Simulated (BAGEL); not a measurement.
# C2H2ClF (1-chloro-2-fluoroethene) at RI-MP2/aug-cc-pVDZ (density fitting with qzvpp-jkfit)

Aim: the energy change on altering one bond length of C2H2ClF (1-chloro-2-fluoroethene) at RI-MP2/aug-cc-pVDZ (density fitting with qzvpp-jkfit), from 2 runs. 

Program for the calculation: BAGEL 1.2.2.

## Step 1: The molecule

C2H2ClF has 6 atoms, charge 0, and is taken as a singlet. SMILES: `F/C=C/Cl`. The shape is that of a GFN2-xTB optimisation.

Bond lengths: F1–C2 1.338 Å, C2–C3 1.322 Å, C3–Cl4 1.709 Å, C2–H5 1.079 Å, C3–H6 1.079 Å. Angles: F1–C2–C3 120.6°, C2–C3–Cl4 121.6°, F1–C2–H5 112.9°, C3–C2–H5 126.5°, C2–C3–H6 122.8°, Cl4–C3–H6 115.6°.

## Step 2: A single-point energy at RI-MP2/aug-cc-pVDZ (density fitting with qzvpp-jkfit)

input.json

```json
{ "bagel" : [

{
  "title" : "molecule",
  "basis" : "aug-cc-pvdz.json",
  "df_basis" : "qzvpp-jkfit",
  "angstrom" : true,
  "geometry" : [
    { "atom" : "F", "xyz" : [    1.746810,   -0.161080,    0.474120 ] },
    { "atom" : "C", "xyz" : [    0.616750,   -0.186650,   -0.242630 ] },
    { "atom" : "C", "xyz" : [   -0.530040,    0.188270,    0.297240 ] },
    { "atom" : "Cl", "xyz" : [   -1.988630,    0.166630,   -0.593510 ] },
    { "atom" : "H", "xyz" : [    0.768360,   -0.532950,   -1.253600 ] },
    { "atom" : "H", "xyz" : [   -0.613250,    0.525780,    1.318380 ] }
  ]
},
{
  "title" : "hf"
},
{
  "title" : "mp2",
  "ncore" : 8
}

]}
```

The basis set aug-cc-pVDZ is read from a file made from the Basis Set Exchange's data (not shown).

The run is started by

```sh
BAGEL_NUM_THREADS=1 BAGEL input.json > input.out
```

Standard output:

```text
* using 1 threads per process

  ===============================================================
  ===============================================================

  *** Geometry ***

  { "atom" : "F", "xyz" : [      3.300992,     -0.304397,      0.895957 ] },
  { "atom" : "C", "xyz" : [      1.165489,     -0.352717,     -0.458504 ] },
  { "atom" : "C", "xyz" : [     -1.001630,      0.355779,      0.561702 ] },
  { "atom" : "Cl", "xyz" : [     -3.757966,      0.314885,     -1.121571 ] },
  { "atom" : "H", "xyz" : [      1.451990,     -1.007130,     -2.368961 ] },
  { "atom" : "H", "xyz" : [     -1.158875,      0.993580,      2.491377 ] },

  Number of auxiliary basis functions:      391

  Since a DF basis is specified, we compute 2- and 3-index integrals:
    o Being stored without compression. Storage requirement is 0.041 GB

  Number of basis functions:      114
  Number of electrons      :       40

    * METHOD: MOLECULE                             0.19

  *** RHF ***

  === Nuclear Repulsion ===
   140.9111632694

      * DIIS with orbital gradients will be used.

  === RHF iteration (aug-cc-pvdz.json) ===
      0       -635.67023528          0.01138770           0.07
      1       -635.78874561          0.00696458           0.07
      2       -635.82265123          0.00141822           0.07
      3       -635.82443531          0.00050170           0.06
      4       -635.82459997          0.00009951           0.06
      5       -635.82461187          0.00004521           0.07
      6       -635.82461391          0.00001740           0.06
      7       -635.82461429          0.00000417           0.07
      8       -635.82461431          0.00000182           0.07
      9       -635.82461432          0.00000061           0.07
     10       -635.82461432          0.00000025           0.06
     11       -635.82461432          0.00000009           0.06
     12       -635.82461432          0.00000005           0.07
     13       -635.82461432          0.00000002           0.06
     14       -635.82461432          0.00000001           0.06
    * SCF iteration converged.

    * Permanent dipole moment:
           (   -0.010363,     0.023936,     0.069785) a.u.

    * METHOD: HF                                   1.14

  *** RHF ***

  === Nuclear Repulsion ===
   140.9111632694

      * DIIS with orbital gradients will be used.

  === RHF iteration (aug-cc-pvdz.json) ===
      0       -635.82461432          0.00000000           0.06
    * SCF iteration converged.

    * Permanent dipole moment:
           (   -0.010364,     0.023936,     0.069785) a.u.

  === DF-MP2 calculation ===

    * freezing 8 orbitals
    * 3-index integral transformation done
    * assembly done

      MP2 correlation energy:   -0.6189801436      0.05

      MP2 total energy:       -636.4435944595

    * METHOD: MP2                                  0.18

  ===============================================================
```

Run time: 1.6 s. Hardware: 1 thread of Arm Neoverse V1, shared host; peak memory 0.13 GiB.

## Step 3: The distorted shape at the same level

input.json

```json
{ "bagel" : [

{
  "title" : "molecule",
  "basis" : "aug-cc-pvdz.json",
  "df_basis" : "qzvpp-jkfit",
  "angstrom" : true,
  "geometry" : [
    { "atom" : "F", "xyz" : [    3.497156,   -0.135111,    1.543043 ] },
    { "atom" : "C", "xyz" : [    2.367096,   -0.160681,    0.826293 ] },
    { "atom" : "C", "xyz" : [    1.220306,    0.214239,    1.366163 ] },
    { "atom" : "Cl", "xyz" : [   -1.988630,    0.166630,   -0.593510 ] },
    { "atom" : "H", "xyz" : [    2.518706,   -0.506981,   -0.184677 ] },
    { "atom" : "H", "xyz" : [    1.137096,    0.551749,    2.387303 ] }
  ]
},
{
  "title" : "hf"
},
{
  "title" : "mp2",
  "ncore" : 8
}

]}
```

The basis set aug-cc-pVDZ is read from a file made from the Basis Set Exchange's data (not shown).

The run is started by

```sh
BAGEL_NUM_THREADS=1 BAGEL input.json > input.out
```

Standard output:

```text
* using 1 threads per process

  ===============================================================
  ===============================================================

  *** Geometry ***

  { "atom" : "F", "xyz" : [      6.608667,     -0.255323,      2.915929 ] },
  { "atom" : "C", "xyz" : [      4.473163,     -0.303643,      1.561467 ] },
  { "atom" : "C", "xyz" : [      2.306044,      0.404853,      2.581674 ] },
  { "atom" : "Cl", "xyz" : [     -3.757966,      0.314885,     -1.121571 ] },
  { "atom" : "H", "xyz" : [      4.759665,     -0.958055,     -0.348989 ] },
  { "atom" : "H", "xyz" : [      2.148800,      1.042654,      4.511349 ] },

  Number of auxiliary basis functions:      391

  Since a DF basis is specified, we compute 2- and 3-index integrals:
    o Being stored without compression. Storage requirement is 0.041 GB

  Number of basis functions:      114
  Number of electrons      :       40

    * METHOD: MOLECULE                             0.18

  *** RHF ***

  === Nuclear Repulsion ===
   105.2408051158

      * DIIS with orbital gradients will be used.

  === RHF iteration (aug-cc-pvdz.json) ===
      0       -635.32958955          0.01387988           0.06
      1       -634.99928414          0.02357034           0.06
      2       -635.56112115          0.00555960           0.06
      3       -635.58573709          0.00166395           0.06
      4       -635.58849829          0.00058686           0.06
      5       -635.58895095          0.00020997           0.06
      6       -635.58900670          0.00010508           0.06
      7       -635.58901813          0.00001927           0.06
      8       -635.58901904          0.00001184           0.06
      9       -635.58901943          0.00000622           0.06
     10       -635.58901968          0.00000448           0.06
     11       -635.58901986          0.00000328           0.06
     12       -635.58901999          0.00000222           0.06
     13       -635.58902004          0.00000101           0.06
     14       -635.58902005          0.00000060           0.06
     15       -635.58902005          0.00000023           0.06
     16       -635.58902005          0.00000010           0.06
     17       -635.58902005          0.00000004           0.06
     18       -635.58902005          0.00000002           0.06
     19       -635.58902005          0.00000001           0.06
     20       -635.58902005          0.00000001           0.06
    * SCF iteration converged.

    * Permanent dipole moment:
           (   -2.927118,     0.100117,    -1.333591) a.u.

    * METHOD: HF                                   1.40

  *** RHF ***

  === Nuclear Repulsion ===
   105.2408051158

      * DIIS with orbital gradients will be used.

  === RHF iteration (aug-cc-pvdz.json) ===
      0       -635.58902005          0.00000001           0.06
    * SCF iteration converged.

    * Permanent dipole moment:
           (   -2.927116,     0.100117,    -1.333590) a.u.

  === DF-MP2 calculation ===

    * freezing 8 orbitals
    * 3-index integral transformation done
    * assembly done

      MP2 correlation energy:   -0.6573499695      0.05

      MP2 total energy:       -636.2463700228

    * METHOD: MP2                                  0.18

  ===============================================================
```

It took 1.9 s on 1 thread of Arm Neoverse V1, shared host; peak memory 0.13 GiB.

## Step 4: Summary of results

At RI-MP2/aug-cc-pVDZ (density fitting with qzvpp-jkfit), 8 core orbitals frozen:

| quantity | value |
| --- | --- |
| first shape: total energy | -636.44359 Eh |
| first shape: correlation energy (8 core orbitals frozen) | -619.0 mEh |
| distorted shape: total energy | -636.24637 Eh |
| distorted shape: correlation energy (8 core orbitals frozen) | -657.3 mEh |
| energy change with the C3–Cl4 bond stretched from 1.709 to 3.760 Å | 5.367 eV |

**Reading.** One bond (distorted shape) is far stretched, which a spin-restricted single reference describes badly; perturbation theory on it can break down and give far too much correlation. With the C3–Cl4 bond stretched from 1.709 to 3.760 Å the energy rises by 5.37 eV (518 kJ/mol). The first shape isn't relaxed at this level, so the change isn't measured from a minimum. A restricted reference can't describe the breaking bond well at this length.
